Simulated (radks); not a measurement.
# Valence configurations of Si²⁺

Aim: which of several valence configurations of Si²⁺ lies lowest at this level, and whether it is the one NIST lists ([Ne] 3s2).

Program: radks (a radial shooting solver on a logarithmic mesh, Libxc functionals) version 1. Level of theory: scalar-relativistic Kohn-Sham, PBE, spin-polarised, spherical densities, finite nucleus; open shells are filled with parallel spins first. These are calculated values, not measurements, unless marked.

**1. The system**

* element: silicon (Z = 14)
* charge: +2
* electrons: 12
* configuration: [Ne] 3s2
* nuclear rms radius: 3.1224 fm
* others tried: 3s1 3p1; 3s1.5 3p0.5; 3p2; 3s0.5 3p1.5

The outer shells:

Si²⁺
```
[Ne] core
3s [↑↓]
```

In the logs a row gives level, spin channel, occupation and eigenvalue; Etot, Ekin, Encl (electron-nucleus), Eh (Hartree) and Exc are energies, all in hartree; err is the last residual, it the number of iterations.

**2. [Ne] 3s2**

Input:

```text
Z 14
configuration [Ne] 3s2
relativity scalar-relativistic
functional pbe,pbe
spin polarised
nucleus finite rms 3.1224 fm
c 137.035999084
```

Started as:

```
> python run_ks.py task.json out
```

All runs below come from this command, one after another.

Output:

```text
1s      1   1.0000         -66.43691789
2s      1   1.0000          -5.90942526
2p      1   3.0000          -4.29635740
3s      1   1.0000          -1.04868561
1s      2   1.0000         -66.43691789
2s      2   1.0000          -5.90942526
2p      2   3.0000          -4.29635740
3s      2   1.0000          -1.04868561
Etot -288.9644794122587
Ekin 289.7225506693809
Encl -680.7918318720963
Eh 122.24490292195733
Exc -20.140101131500593
err 1.2063862764035887e-09
it 15
```

It took 0.07 s on 1 thread of Intel Xeon 6975P-C, shared host; peak memory 0.24 GiB.

The top filled level is 3s, -28.536 eV.

Radial moments (bohr):

```csv
level,occupation,energy (eV),<r>,outermost maximum (interpolated),90 % within,nodes
1s,2,-1807.8,0.1113,0.0726,0.199,0
2s,2,-160.80,0.5672,0.454,0.894,1
2p,6,-116.91,0.5362,0.387,0.901,0
3s,2,-28.536,1.951,1.69,2.91,2
```

The radial density on a logarithmic grid:

```csv
r (bohr),4πr²ρ (e/bohr)
0.00404,0.3355
0.00575,0.6443
0.00824,1.230
0.0118,2.278
0.0168,3.991
0.0241,6.667
0.0342,10.13
0.0490,13.76
0.0697,15.79
0.0999,14.69
0.143,11.25
0.204,9.665
0.292,12.23
0.415,14.31
0.595,10.68
0.846,4.591
1.21,1.668
1.74,1.319
2.47,0.6949
3.54,0.1193
5.04,0.005062
```

**3. [Ne] 3s1 3p1**

Changes since step 2:

```diff
@@ -1,3 +1,3 @@
 Z 14
-configuration [Ne] 3s2
+configuration [Ne] 3s1 3p1
 relativity scalar-relativistic
```

Output:

```text
1s      1   1.0000         -66.48499225
2s      1   1.0000          -5.96062890
2p      1   3.0000          -4.34766862
3s      1   1.0000          -1.11604557
3p      1   1.0000          -0.81480784
1s      2   1.0000         -66.47465918
2s      2   1.0000          -5.94487294
2p      2   3.0000          -4.33034250
3s      2   0.0000          -0.97101688
3p      2   0.0000          -0.65873638
Etot -288.7231783721866
Ekin 289.49130722263584
Encl -679.814518317867
Eh 121.7572847486991
Exc -20.15725202565446
err 7.575400206828869e-10
it 20
```

It took 0.09 s on 1 thread of Intel Xeon 6975P-C, shared host; peak memory 0.24 GiB.

Energy against step 2 ([Ne] 3s2): +6.566 eV. 3p up is the highest filled level (-22.172 eV).

**4. [Ne] 3s1.5 3p0.5**

Changes since step 3:

```diff
@@ -1,3 +1,3 @@
 Z 14
-configuration [Ne] 3s1 3p1
+configuration [Ne] 3s1.5 3p0.5
 relativity scalar-relativistic
```

Output:

```text
1s      1   1.0000         -66.46407809
2s      1   1.0000          -5.93749919
2p      1   3.0000          -4.32451180
3s      1   1.0000          -1.08619640
3p      1   0.5000          -0.78854201
1s      2   1.0000         -66.45900787
2s      2   1.0000          -5.93026623
2p      2   3.0000          -4.31651134
3s      2   0.5000          -1.02860105
3p      2   0.0000          -0.73244702
Etot -288.83076696233974
Ekin 289.5909190475959
Encl -680.2600158746645
Eh 121.97076537360171
Exc -20.132435508872813
err 4.0760534045318954e-10
it 20
```

Wall time 0.1 s (1 thread of Intel Xeon 6975P-C, shared host); peak memory 0.24 GiB.

Energy against step 2 ([Ne] 3s2): +3.639 eV. The top filled level is 3p up, -21.457 eV.

**5. [Ne] 3p2**

Changes since step 4:

```diff
@@ -1,3 +1,3 @@
 Z 14
-configuration [Ne] 3s1.5 3p0.5
+configuration [Ne] 3p2
 relativity scalar-relativistic
```

Output:

```text
1s      1   1.0000         -66.53700738
2s      1   1.0000          -6.01137740
2p      1   3.0000          -4.39853625
3p      1   2.0000          -0.83535195
1s      2   1.0000         -66.52802920
2s      2   1.0000          -5.99835652
2p      2   3.0000          -4.38239561
3p      2   0.0000          -0.68148056
Etot -288.4217272590605
Ekin 289.18830832759045
Encl -678.6827170282959
Eh 121.18368135416635
Exc -20.110999912521418
err 2.2100175040275153e-09
it 19
```

Wall time 0.08 s (1 thread of Intel Xeon 6975P-C, shared host); peak memory 0.24 GiB.

Energy against step 2 ([Ne] 3s2): +14.769 eV. The top filled level is 3p up, -22.731 eV.

**6. [Ne] 3s0.5 3p1.5**

Changes since step 5:

```diff
@@ -1,3 +1,3 @@
 Z 14
-configuration [Ne] 3p2
+configuration [Ne] 3s0.5 3p1.5
 relativity scalar-relativistic
```

Output:

```text
1s      1   1.0000         -66.51109250
2s      1   1.0000          -5.98611813
2p      1   3.0000          -4.37321613
3s      1   0.5000          -1.12672312
3p      1   1.5000          -0.82524856
1s      2   1.0000         -66.50142911
2s      2   1.0000          -5.97170221
2p      2   3.0000          -4.35645689
3s      2   0.0000          -0.98513166
3p      2   0.0000          -0.67005493
Etot -288.5724963169209
Ekin 289.3399097015191
Encl -679.2477995265492
Eh 121.4688422000783
Exc -20.133448691969065
err 5.164319854916203e-10
it 20
```

Run time: 0.09 s. Hardware: 1 thread of Intel Xeon 6975P-C, shared host; peak memory 0.24 GiB.

Energy against step 2 ([Ne] 3s2): +10.666 eV. 3p up is the highest filled level (-22.456 eV).

**7. Summary of results**

```csv
valence,E − E(NIST configuration) (eV),moment (μB),highest level,its energy (eV),1s shift (eV)
3s2,0.000,0,3s,-28.536,+0.00
3s1.5 3p0.5,3.639,1,3p up,-21.457,-0.74
3s1 3p1,6.566,2,3p up,-22.172,-1.31
3s0.5 3p1.5,10.666,2,3p up,-22.456,-2.02
3p2,14.769,2,3p up,-22.731,-2.72
```

**Reading.** The NIST configuration is the lowest of those tried, 3.639 eV under 3s1.5 3p0.5. The energies are those of spherical high-spin densities, not of single terms. The 1s eigenvalue shifts by up to 2.72 eV as the valence charge is rearranged.
